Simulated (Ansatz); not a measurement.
fcc Au, treated with PBEsol+SOC (Ansatz, an electronic-structure program, PAW).

Run with plane-wave cutoff 520 eV, 24×24×24 k mesh, Fermi–Dirac smearing 0.05 eV, PAW data made under PBE.

Equation-of-state points:

```
V (Å³/atom)  E − E_lowest (meV/atom)
-----------  -----------------------
15.866                         39.54
16.204                         16.73
16.541                          3.97
16.879                          0.00
17.216                          3.72
17.554                         14.13
17.892                         30.38
```

### Question
What bulk modulus B0 and pressure derivative B′ does a third-order Birch–Murnaghan fit give?

### Answer
V0 = 16.877 Å³/atom, B0 = 182 GPa, B′ = 5.8 (fit to the energies at full precision).

Measured, for comparison: bulk modulus 182 GPa (0 K value with the zero-point phonon effect removed, our sources range from 175 to 182; as tabulated in Mejia-Rodriguez and Trickey (2018), arXiv:1807.09216); equilibrium volume per atom 16.76 Å³/atom (static lattice: zero-point anharmonic expansion removed; as tabulated in Mejia-Rodriguez and Trickey (2018), arXiv:1807.09216). Computed (rounded) less measured: bulk modulus 0.0 % (0.0 % to +4 % over the range), equilibrium volume per atom +0.7 %.

Static lattice: no zero-point or thermal effects.

The result took around 3 core-minutes (rough).
